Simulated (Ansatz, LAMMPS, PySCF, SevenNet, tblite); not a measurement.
Ladder of methods for the bulk modulus of rock-salt CaO

Reference value: 120 GPa (measured, low temperature, extrapolated to 0 K; as tabulated in Chen et al. (2018), doi:10.1103/physrevmaterials.2.073803).

```json
[
 {"level (code)": "ionic model bush1994 (shell model, LAMMPS)", "value (GPa)": "154", "cell (Å³/atom)": "13.76"},
 {"level (code)": "GFN1-xTB (tblite)", "value (GPa)": "130", "cell (Å³/atom)": "11.99"},
 {"level (code)": "SevenNet-0", "value (GPa)": "104", "cell (Å³/atom)": "14.16"},
 {"level (code)": "LDA (Ansatz)", "value (GPa)": "129", "cell (Å³/atom)": "13.04"},
 {"level (code)": "PBE (Ansatz)", "value (GPa)": "105", "cell (Å³/atom)": "14.09"},
 {"level (code)": "rVV10 (Ansatz)", "value (GPa)": "111", "cell (Å³/atom)": "14.05"},
 {"level (code)": "r²SCAN+rVV10 (Ansatz)", "value (GPa)": "120", "cell (Å³/atom)": "13.65"},
 {"level (code)": "HSE06-D3(BJ) (Ansatz)", "value (GPa)": "[?]", "cell (Å³/atom)": "13.29"},
 {"level (code)": "PBE0 (Ansatz)", "value (GPa)": "115", "cell (Å³/atom)": "13.80"},
 {"level (code)": "r²SCAN0 (Ansatz)", "value (GPa)": "[?]", "cell (Å³/atom)": "13.64"},
 {"level (code)": "Hartree–Fock (Ansatz)", "value (GPa)": "116", "cell (Å³/atom)": "14.33"},
 {"level (code)": "MP2 (PySCF)", "value (GPa)": "111 ± 3", "cell (Å³/atom)": "14.01"}
]
```

Q: Some entries are withheld; supply them.

A: 
- HSE06-D3(BJ) (Ansatz, a program for electronic structure), value (GPa): 125
- r²SCAN0 (Ansatz), value (GPa): 122

Differences against the reference: ionic model bush1994 +28 %, GFN1-xTB +8.3 %, SevenNet-0 -13.3 %, LDA +7.5 %, PBE -12.5 %, rVV10 -7.5 %, r²SCAN+rVV10 0.0 %, HSE06-D3(BJ) +4.2 %, PBE0 -4.2 %, r²SCAN0 +1.7 %, Hartree–Fock -3.3 %, MP2 -7.5 %.

Once the reference is moved by up to 5.3 % (a margin picked here for doubts on the reference and the settings, and for temperature and zero-point motion) and values within 1.7 % count as equal, the nearest can be r²SCAN+rVV10 (0.0 %), r²SCAN0 (+1.7 %), Hartree–Fock (-3.3 %), HSE06-D3(BJ) (+4.2 %), PBE0 (-4.2 %), LDA (+7.5 %), rVV10 (-7.5 %) or MP2 (-7.5 %). Farthest off among them: ionic model bush1994 (+28 %).

The measured value isn't corrected to a static lattice, so vibrations enter the comparison.  A ± on a computed value is a rough bar: the spread of its extrapolation, a floor set from checks against published values, or a statistical error. GFN1-xTB: the method was fitted mainly to molecules. GFN1-xTB: the run uses a supercell at the zone centre in place of a k mesh. Each level is taken at its own relaxed cell. Cutoffs and k meshes differ between the levels. Ansatz's density-functional and Hartree–Fock values are scalar-relativistic unless marked +SOC, with PAW data made under PBE.

Empirical potentials (ionic model bush1994) are fitted to chosen data: where that held the value shown, agreement is built in, and what lay outside the fit can be far off. Machine-learned potentials (SevenNet-0) are trained on DFT data: a solid inside that data is no test of them.

Differences are worked out from the printed values.
